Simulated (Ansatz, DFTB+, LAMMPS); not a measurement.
Ladder of methods for the equilibrium lattice constant a of fcc Ni

Reference value: 3.508 Å (measured, static lattice: zero-point anharmonic expansion removed; as tabulated in Mejia-Rodriguez and Trickey (2018), arXiv:1807.09216).

```csv
level (code),value (Å)
Lennard-Jones uff-vdw (LAMMPS),3.894
GFN1-xTB (DFTB+),3.828
SNAP Ni_Zuo_JPCA2020.snap (LAMMPS),3.522
LDA (Ansatz),3.423
PBE (Ansatz),[?]
PBE-D3(BJ) (Ansatz),[?]
rVV10 (Ansatz),3.539
r²SCAN-D4 (Ansatz),[?]
PBE0 (Ansatz),3.511
```

Question: What belongs in the gaps?

Answer: 
- PBE (Ansatz, a first-principles code), value (Å): 3.519
- PBE-D3(BJ) (Ansatz), value (Å): 3.480
- r²SCAN-D4 (Ansatz), value (Å): 3.468

Errors against the reference: Lennard-Jones uff-vdw +11.0 %, GFN1-xTB +9.12 %, SNAP Ni_Zuo_JPCA2020.snap +0.40 %, LDA -2.42 %, PBE +0.31 %, PBE-D3(BJ) -0.80 %, rVV10 +0.88 %, r²SCAN-D4 -1.14 %, PBE0 +0.09 %.

Leaving aside Lennard-Jones uff-vdw, SNAP Ni_Zuo_JPCA2020.snap, which can be fitted to such values or carry a doubt: Of these levels PBE0 (+0.09 %) comes nearest. GFN1-xTB (+9.12 %) misses by most. Of these only PBE0 lands within 0.3 %.

Spin-polarised runs: LDA (parallel moments), PBE (parallel moments), PBE-D3(BJ) (parallel moments), rVV10 (parallel moments), r²SCAN-D4 (parallel moments), PBE0 (parallel moments). Lennard-Jones uff-vdw, GFN1-xTB: the cell moved over 20 % in volume from its start. Lennard-Jones uff-vdw: this is a force field's van der Waals term alone, without bonds or charges. GFN1-xTB: the method was fitted mainly to molecules. Cutoffs and k meshes differ between the levels. Ansatz's density-functional and Hartree–Fock values are scalar-relativistic unless marked +SOC, with PAW data made under PBE.

Machine-learned potentials (SNAP Ni_Zuo_JPCA2020.snap) are trained on DFT data, which may include these solids.

Differences are worked out from the printed values.
